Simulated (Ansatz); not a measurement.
Predict the output of the script below (the Ansatz DFT code, driven from Python).

The script, `ch3lis.py`:
```python
# -*- coding: utf-8 -*-
'''One bond of CH3LiS held at set lengths while the rest relaxes.'''

import warnings

import ansatz as az
import numpy as np


def main():
    warnings.simplefilter('ignore', az.DeckWarning)

    system = (
        az.Crystal.molecule()
        .atom('Li', (-0.2696, -2.1795, 1.0916))
        .atom('S', (-1.2337, -0.6387, -0.4068))
        .atom('C', (0.1298, 0.51, -0.2184))
        .atom('H', (1.1774, 0.0128, -0.5073))
        .atom('H', (0.0054, 1.3939, -0.8615))
        .atom('H', (0.2328, 0.8375, 0.8561))
    )

    calc = (
        system.calculation()
        .basis(gaussian='def2-SVP')
        .functional('b3lyp', dispersion='d3bj')
    )
    symbols = [site.symbol for site in system.cartesian_sites]
    pairs = [(0, 1), (1, 2), (2, 3), (2, 4), (2, 5)]
    print('held (A)   E (eV)        ', '  '.join(f'{symbols[i]}{i}-{symbols[j]}{j}' for i, j in pairs))
    for length in [2.17, 2.36, 2.54, 2.83, 3.18]:
        summary = calc.relax(constraints=[az.DistanceConstraint((0, 1), at=length)], force_tolerance=0.02, max_steps=60).run().report
        xyz = np.array(summary['positions_ang'])
        print(f'{length:6.2f} {summary["free_energy_ev"]:14.5f}  ', '  '.join(f'{np.linalg.norm(xyz[i] - xyz[j]):.3f}' for i, j in pairs))


if __name__ == '__main__':
    main()
```

Running `python ch3lis.py` prints:
```text
held (A)   E (eV)         Li0-S1  S1-C2  C2-H3  C2-H4  C2-H5
  2.17   -12123.15545   2.170  1.845  1.102  1.101  1.102
  2.36   -12123.01796   2.360  1.844  1.102  1.101  1.102
  2.54   -12122.78299   2.540  1.843  1.103  1.102  1.103
  2.83   -12122.34245   2.830  1.840  1.103  1.103  1.103
  3.18   -12121.85713   3.180  1.835  1.103  1.104  1.103
```

Caveats:
- Total energies depend on the basis set; only differences at equal settings carry meaning.
- The energies are electronic: no zero-point or thermal terms, and the basis set is short of its limit.
- b3lyp holds the VWN-RPA fit, as in Gaussian; the form of ORCA and Turbomole is b3lyp5.
- The script silences the warnings on its input, which a real study should read.
- Run time: 51 s on 1 thread of Arm Neoverse V2 (shared host), peak memory 0.21 GiB.
